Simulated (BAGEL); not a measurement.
**One shape, several levels: C3H3NO (oxazole)**

Wanted: a comparison of 6 runs (HF/6-31G, HF/def2-SVP, B3LYP/6-31G*, B3LYP/pcseg-1, PBE0/def2-SVP, PBE0/cc-pVTZ) of C3H3NO (oxazole). 

The calculation is run with BAGEL 1.2.2.

## Step 1: The molecule

C3H3NO has 8 atoms, charge 0, and is taken as a singlet. As SMILES, `c1cocn1`. The coordinates come from a PBE0-D4/def2-TZVP relaxation.

Bond lengths: C1–C2 1.348 Å, C2–O3 1.358 Å, O3–C4 1.344 Å, C1–N5 1.382 Å, C4–N5 1.285 Å, C1–H6 1.078 Å, C2–H7 1.076 Å, C4–H8 1.079 Å. Some angles: C1–C2–O3 107.9°, C2–C1–N5 109.0°, C2–O3–C4 104.3°, O3–C4–N5 114.7°, C1–N5–C4 104.2°, C1–C2–H7 135.2°, O3–C2–H7 117.0°, C2–C1–H6 129.0°, N5–C1–H6 122.1°, O3–C4–H8 116.9°.

## Step 2: The energy at HF/6-31G (run 1)

Contents of calc.json:

```json
{ "bagel" : [

{
  "title" : "molecule",
  "basis" : "6-31g",
  "df_basis" : "qzvpp-jkfit",
  "angstrom" : false,
  "geometry" : [
    { "atom" : "C", "xyz" : [ -0.11697405,  1.75668941,  0.74757565 ] },
    { "atom" : "C", "xyz" : [  1.89615119,  0.37095324,  0.02664514 ] },
    { "atom" : "O", "xyz" : [  1.02725512, -1.87271859, -0.86851813 ] },
    { "atom" : "C", "xyz" : [ -1.49704104, -1.70925728, -0.63343620 ] },
    { "atom" : "N", "xyz" : [ -2.29431649,  0.38342543,  0.30764741 ] },
    { "atom" : "H", "xyz" : [ -0.16308336,  3.62997491,  1.54617392 ] },
    { "atom" : "H", "xyz" : [  3.91003232,  0.65233346,  0.01379500 ] },
    { "atom" : "H", "xyz" : [ -2.58741301, -3.31949291, -1.24551849 ] }
  ]
},
{
  "title" : "hf",
  "df" : false
},
{
  "title" : "print",
  "file" : "orbitals.molden",
  "orbitals" : true
}

]}
```

On the command line:

```console
$ BAGEL_NUM_THREADS=1 BAGEL calc.json > calc.out
```

Output:

```text
* using 1 threads per process

  ===============================================================
  ===============================================================

  *** Geometry ***

  { "atom" : "C", "xyz" : [     -0.116974,      1.756689,      0.747576 ] },
  { "atom" : "C", "xyz" : [      1.896151,      0.370953,      0.026645 ] },
  { "atom" : "O", "xyz" : [      1.027255,     -1.872719,     -0.868518 ] },
[... 4 lines of this table left out ...]
  { "atom" : "H", "xyz" : [     -2.587413,     -3.319493,     -1.245518 ] },

  Number of auxiliary basis functions:      433

  Since a DF basis is specified, we compute 2- and 3-index integrals:
    o Being stored without compression. Storage requirement is 0.009 GB

  Number of basis functions:       51
  Number of electrons      :       36

    * METHOD: MOLECULE                             0.16

  *** RHF ***

  === Nuclear Repulsion ===
   164.2114625844

      * DIIS with orbital gradients will be used.

  === RHF iteration (6-31g) ===
      0       -227.09209715          0.08878707           0.19
      1       -240.64713887          0.11113498           0.19
      2       -244.03873459          0.03658607           0.18
[... 15 lines of this table left out ...]
     18       -244.49987787          0.00000001           0.14
    * SCF iteration converged.

    * Permanent dipole moment:
           (   -0.647475,    -0.055311,     0.019164) a.u.

    * METHOD: HF                                   3.38

    * METHOD: PRINT                                0.01

  ===============================================================
```

Run time: 3.9 s. Hardware: 1 thread of Arm Neoverse V1, shared host; peak memory 0.26 GiB.

## Step 3: The energy at HF/def2-SVP (run 2)

Contents of calc.json:

```json
{ "bagel" : [

{
  "title" : "molecule",
  "basis" : "svp",
  "df_basis" : "qzvpp-jkfit",
  "angstrom" : "true",
  "geometry" : [
    { "atom" : "C", "xyz" : [      -0.061900,       0.929600,       0.395600 ] },
    { "atom" : "C", "xyz" : [       1.003400,       0.196300,       0.014100 ] },
    { "atom" : "O", "xyz" : [       0.543600,      -0.991000,      -0.459600 ] },
    { "atom" : "C", "xyz" : [      -0.792200,      -0.904500,      -0.335200 ] },
    { "atom" : "N", "xyz" : [      -1.214100,       0.202900,       0.162800 ] },
    { "atom" : "H", "xyz" : [      -0.086300,       1.920900,       0.818200 ] },
    { "atom" : "H", "xyz" : [       2.069100,       0.345200,       0.007300 ] },
    { "atom" : "H", "xyz" : [      -1.369200,      -1.756600,      -0.659100 ] }
  ]
},

{ "title" : "hf", "df" : "false" },

{ "title" : "print", "file" : "orbitals.molden", "orbitals" : "true" }

]}
```

On the command line:

```console
$ BAGEL_NUM_THREADS=1 BAGEL calc.json > calc.out
```

Output:

```text
* using 1 threads per process

  ===============================================================
  ===============================================================

  *** Geometry ***

  { "atom" : "C", "xyz" : [     -0.116974,      1.756689,      0.747576 ] },
  { "atom" : "C", "xyz" : [      1.896151,      0.370953,      0.026645 ] },
  { "atom" : "O", "xyz" : [      1.027255,     -1.872719,     -0.868518 ] },
[... 4 lines of this table left out ...]
  { "atom" : "H", "xyz" : [     -2.587413,     -3.319493,     -1.245518 ] },

  Number of auxiliary basis functions:      433

  Since a DF basis is specified, we compute 2- and 3-index integrals:
    o Being stored without compression. Storage requirement is 0.025 GB

  Number of basis functions:       85
  Number of electrons      :       36

    * METHOD: MOLECULE                             0.19

  *** RHF ***

  === Nuclear Repulsion ===
   164.2114625628

      * DIIS with orbital gradients will be used.

  === RHF iteration (svp) ===
      0       -223.29281181          0.06979013           0.42
      1       -240.50265147          0.08318014           0.42
      2       -243.88796136          0.03092514           0.41
[... 15 lines of this table left out ...]
     18       -244.44488246          0.00000001           0.32
    * SCF iteration converged.

    * Permanent dipole moment:
           (   -0.590360,     0.071340,     0.069168) a.u.

    * METHOD: HF                                   7.43

    * METHOD: PRINT                                0.02

  ===============================================================
```

It took 7.8 s on 1 thread of Arm Neoverse V1, shared host; peak memory 0.081 GiB.

## Step 4: Energy and forces at B3LYP/6-31G(d) (density fitting with qzvpp-jkfit, Cartesian functions) (run 3)

Contents of input.json:

```json
{ "bagel": [

{
  "title": "molecule",
  "basis": "6-31gs.json",
  "df_basis": "qzvpp-jkfit",
  "angstrom": false,
  "cartesian": true,
  "geometry": [
    { "atom": "C", "xyz": [    -0.11697405,     1.75668941,     0.74757565 ] },
    { "atom": "C", "xyz": [     1.89615119,     0.37095324,     0.02664514 ] },
    { "atom": "O", "xyz": [     1.02725512,    -1.87271859,    -0.86851813 ] },
    { "atom": "C", "xyz": [    -1.49704104,    -1.70925728,    -0.63343620 ] },
    { "atom": "N", "xyz": [    -2.29431649,     0.38342543,     0.30764741 ] },
    { "atom": "H", "xyz": [    -0.16308336,     3.62997491,     1.54617392 ] },
    { "atom": "H", "xyz": [     3.91003232,     0.65233346,     0.01379500 ] },
    { "atom": "H", "xyz": [    -2.58741301,    -3.31949291,    -1.24551849 ] }
  ]
},

{
  "title": "force",
  "method": [
    {
      "title": "ks",
      "xc_func": "b3lyp"
    }
  ]
}

]}
```

The basis set 6-31G* is read from a file made from the Basis Set Exchange's data (not shown).

On the command line:

```console
$ BAGEL_NUM_THREADS=1 BAGEL input.json > input.out
```

Output:

```text
* using 1 threads per process

  ===============================================================
  ===============================================================

  Cartesian basis functions are used
  *** Geometry ***

[... 20 lines left out ...]
    * Removing 16296 points whose weight is below 1.00e-10
[... 13 lines left out ...]
    * SCF iteration converged.
[... 1 line left out ...]
    * Permanent dipole moment:
[... 38 lines left out ...]
    * METHOD: FORCE                               12.50

  ===============================================================
```

It took 13 s on 1 thread of Arm Neoverse V1, shared host; peak memory 0.94 GiB.

Runs 4 to 5 aren't shown in full; the table further down has their settings and results.

## Step 5: Energy and forces at PBE0/cc-pVTZ (density fitting with qzvpp-jkfit) (run 6)

Contents of calc.json:

```json
{ "bagel": [

{
  "title": "molecule",
  "basis": "cc-pvtz.json",
  "df_basis": "qzvpp-jkfit",
  "angstrom": "false",
  "geometry": [
    { "atom": "C", "xyz": [    -0.11697405,     1.75668941,     0.74757565 ] },
    { "atom": "C", "xyz": [     1.89615119,     0.37095324,     0.02664514 ] },
    { "atom": "O", "xyz": [     1.02725512,    -1.87271859,    -0.86851813 ] },
    { "atom": "C", "xyz": [    -1.49704104,    -1.70925728,    -0.63343620 ] },
    { "atom": "N", "xyz": [    -2.29431649,     0.38342543,     0.30764741 ] },
    { "atom": "H", "xyz": [    -0.16308336,     3.62997491,     1.54617392 ] },
    { "atom": "H", "xyz": [     3.91003232,     0.65233346,     0.01379500 ] },
    { "atom": "H", "xyz": [    -2.58741301,    -3.31949291,    -1.24551849 ] }
  ]
},

{
  "title": "force",
  "method": [
    {
      "title": "ks",
      "xc_func": "pbe0"
    }
  ]
}

]}
```

The basis set cc-pVTZ is read from a file made from the Basis Set Exchange's data (not shown).

On the command line:

```console
$ BAGEL_NUM_THREADS=1 BAGEL calc.json > calc.out
```

Output:

```text
* using 1 threads per process

  ===============================================================
  ===============================================================

  *** Geometry ***

  { "atom" : "C", "xyz" : [     -0.116974,      1.756689,      0.747576 ] },
  { "atom" : "C", "xyz" : [      1.896151,      0.370953,      0.026645 ] },
  { "atom" : "O", "xyz" : [      1.027255,     -1.872719,     -0.868518 ] },
[... 4 lines of this table left out ...]
  { "atom" : "H", "xyz" : [     -2.587413,     -3.319493,     -1.245518 ] },

[... 14 lines left out ...]
    * Removing 16296 points whose weight is below 1.00e-10
[... 13 lines left out ...]
    * SCF iteration converged.
[... 1 line left out ...]
    * Permanent dipole moment:
[... 38 lines left out ...]
    * METHOD: FORCE                               26.17

  ===============================================================
```

Wall time 27 s (1 thread of Arm Neoverse V1, shared host); peak memory 2 GiB.

## Step 6: The series

```csv
run,level,integral approximation,Cartesian functions,energy (Eh),dipole moment (D),wall time
1,HF/6-31G,none,no,-244.499878,1.65,3.9 s
2,HF/def2-SVP,none,no,-244.444882,1.52,7.8 s
3,"B3LYP/6-31G* (density fitting with qzvpp-jkfit, Cartesian functions)",qzvpp-jkfit,yes,-246.069348,1.55,13 s
4,B3LYP/pcseg-1 (density fitting with qzvpp-jkfit),qzvpp-jkfit,no,-246.027963,1.58,8.1 s
5,PBE0/def2-SVP (density fitting with qzvpp-jkfit),qzvpp-jkfit,no,-245.615123,1.55,11 s
6,PBE0/cc-pVTZ (density fitting with qzvpp-jkfit),qzvpp-jkfit,no,-245.881711,1.54,27 s
```

## Step 7: Outcome

```
                       quantity          value
            run 6: total energy  -245.88171 Eh
           run 6: dipole moment         1.54 D
run 6: largest force on an atom     0.054 eV/Å
```

In words: The dipole moment (its size) runs from 1.52 D (HF/def2-SVP) to 1.65 D (HF/6-31G). Over runs 1, 2, 4 the HOMO–LUMO gap runs from 6.88 eV (B3LYP/pcseg-1) to 13.75 eV (HF/6-31G). The two ends differ in method and basis. Totals of different functionals can't be ranked against each other. All runs together took 71 s, the longest 27 s.
